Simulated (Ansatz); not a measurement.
Input file:

```yaml
crystal:
  periodic: [false, false, false]
  atoms:
    - {symbol: Al, position_ang: [0.000000, 0.000000, 0.558698]}
    - {symbol: N, position_ang: [0.000000, 0.000000, -1.250890]}
    - {symbol: H, position_ang: [0.000000, 1.442863, 1.213515]}
    - {symbol: H, position_ang: [0.000000, -1.442863, 1.213515]}
basis:
  gaussian: {orbitals: 6-31G}
total_charge: 1
magnetization: {spin_polarized: true, initial_magnetization: 1}
correlation: {method: ccsdtq, electrons: outside_noble_gas}
```

```sh
$ ansatz run in.yaml --threads 2 --pin off --events-out ev --progress --plain --max-ram 24576MiB --backend cuda --devices 0, --max-vram 18GiB
```

Output:

```
579 factors; integrals over basis functions are off by at most 9.0e-8 eV
mean field evaluation 1: about -8055.9114 eV, gradient 5.5e1 eV
mean field evaluation 2: about -8055.9563 eV, gradient 5.5e1 eV
mean field evaluation 4: about -8078.5643 eV, gradient 8.8e0 eV
mean field evaluation 8: about -8080.5700 eV, gradient 2.6e-1 eV
mean field evaluation 16: about -8080.8414 eV, gradient 1.7e0 eV
mean field evaluation 32: about -8082.0058 eV, gradient 1.4e-3 eV
mean field evaluation 64: about -8080.4998 eV, gradient 1.1e0 eV
mean field evaluation 96: about -8080.8950 eV, gradient 1.0e1 eV
mean field evaluation 128: about -8080.7695 eV, gradient 3.3e-2 eV
mean field evaluation 160: about -8081.1990 eV, gradient 6.5e0 eV
...
mean field -8082.22746856 eV, -297.0163811392 hartree, gradient 2.0e-6 eV, S^2 1.669587; 35 other end points of the search recorded, 0 dependent functions left out
determinant -8082.22746856 eV, -297.0163811392 hartree, with singles and doubles -8085.28225984 eV, -297.1286426478 hartree
determinant -8082.05104251 eV, -297.0098976012 hartree, with singles and doubles -8085.04270915 eV, -297.1198393224 hartree
determinant -8082.00576323 eV, -297.0082336185 hartree, with singles and doubles -8085.09937320 eV, -297.1219216879 hartree
determinant -8082.00465706 eV, -297.0081929676 hartree, with singles and doubles -8085.21500725 eV, -297.1261711608 hartree
determinant -8081.96533282 eV, -297.0067478281 hartree, with singles and doubles -8085.08631222 eV, -297.1214417056 hartree
determinant -8081.96078252 eV, -297.0065806080 hartree, with singles and doubles -8085.07235545 eV, -297.1209288040 hartree
determinant -8081.35481898 eV, -296.9843118585 hartree, with singles and doubles -8084.67913028 eV, -297.1064780453 hartree
determinant -8080.77247222 eV, -296.9629110096 hartree, with singles and doubles -8083.80939941 eV, -297.0745160256 hartree
determinant -8080.57149963 eV, -296.9555254032 hartree, with singles and doubles -8084.03533804 eV, -297.0828191170 hartree
determinant -8080.45791937 eV, -296.9513514056 hartree, with singles and doubles -8083.89473096 eV, -297.0776519022 hartree
determinant -8080.11265051 eV, -296.9386630092 hartree, with singles and doubles -8083.29743324 eV, -297.0557016159 hartree
determinant -8079.29212318 eV, -296.9085091862 hartree, with singles and doubles -8082.78836478 eV, -297.0369936950 hartree
determinant -8079.04288226 eV, -296.8993497511 hartree, with singles and doubles -8082.59564314 eV, -297.0299113055 hartree
determinant -8082.22746856 eV, -297.0163811392 hartree, with singles and doubles -8085.91940170 eV, -297.1520571796 hartree
determinant -8082.05104251 eV, -297.0098976012 hartree, with singles and doubles -8085.95456955 eV, -297.1533495741 hartree
determinant -8082.00576323 eV, -297.0082336185 hartree, with singles and doubles -8085.94698739 eV, -297.1530709350 hartree
determinant -8082.00465706 eV, -297.0081929676 hartree, with singles and doubles -8085.94343910 eV, -297.1529405375 hartree
determinant -8081.96533282 eV, -297.0067478281 hartree, with singles and doubles -8085.94023188 eV, -297.1528226746 hartree
determinant -8081.96078252 eV, -297.0065806080 hartree, with singles and doubles -8085.89415604 eV, -297.1511294185 hartree
determinant -8081.35481898 eV, -296.9843118585 hartree, with singles and doubles -8084.77897609 eV, -297.1101473114 hartree
determinant -8080.77247222 eV, -296.9629110096 hartree, with singles and doubles -8083.82565510 eV, -297.0751134112 hartree
determinant -8080.57149963 eV, -296.9555254032 hartree, with singles and doubles -8084.07183505 eV, -297.0841603573 hartree
determinant -8080.45791937 eV, -296.9513514056 hartree, with singles and doubles -8084.01375718 eV, -297.0820260350 hartree
determinant -8080.11265051 eV, -296.9386630092 hartree, with singles and doubles -8083.65385056 eV, -297.0687997106 hartree
determinant -8079.29212318 eV, -296.9085091862 hartree, with singles and doubles -8083.18747641 eV, -297.0516607767 hartree
determinant -8079.04288226 eV, -296.8993497511 hartree, with singles and doubles -8082.99299935 eV, -297.0445138768 hartree
determinant -8081.29629016 eV, -296.9821609640 hartree, with singles and doubles -8084.77643955 eV, -297.1100540953 hartree
determinant -8081.21682647 eV, -296.9792407274 hartree, with singles and doubles -8084.79341346 eV, -297.1106778750 hartree
determinant -8079.67407387 eV, -296.9225456148 hartree, with singles and doubles -8082.65336871 eV, -297.0320326808 hartree
determinant -8078.88883776 eV, -296.8936887203 hartree, with singles and doubles -8082.22952036 eV, -297.0164565412 hartree
6 core orbitals not correlated: weight in the atoms' cores, before any rotation towards them, 1.000 or more for the frozen orbitals, at most 0.000 for the correlated occupied ones
reference -8082.22746856 eV, -297.0163811392 hartree; 5, 4 occupied and 15, 16 virtual orbitals, 579 factors
second order -1.89457531 eV of doubles, -0.00000000 eV of singles
...
cycle  43  -4.24485593 eV  change    1.6e-6 eV  update   1.4e-6
cycle  44  -4.24485460 eV  change    1.3e-6 eV  update   8.2e-7
cycle  45  -4.24485395 eV  change    6.6e-7 eV  update   6.6e-7
cycle  46  -4.24485336 eV  change    5.9e-7 eV  update   4.6e-7
cycle  47  -4.24485291 eV  change    4.5e-7 eV  update   4.6e-7
cycle  48  -4.24485265 eV  change    2.6e-7 eV  update   3.5e-7
cycle  49  -4.24485251 eV  change    1.4e-7 eV  update   2.7e-7
cycle  50  -4.24485217 eV  change    3.5e-7 eV  update   2.7e-7
cycle  51  -4.24485232 eV  change   -1.5e-7 eV  update   2.1e-7
cycle  52  -4.24485224 eV  change    7.7e-8 eV  update   1.7e-7
WARN: the results are in doubt because among natural orbitals full CI differs from the method by +1.960 eV
Total energy: -8086.47232081 eV, -297.1723765819 hartree
In doubt: among natural orbitals full CI differs from the method by +1.960 eV
```

The determinant's ⟨S²⟩ is 1.67 against 0.75 for a pure state. The T1 diagnostic is 0.115.

Ran on 2 threads of AMD EPYC 7R13 with a shared H100 80 GB, shared host: 63 s wall, 0.85 GiB peak host memory.
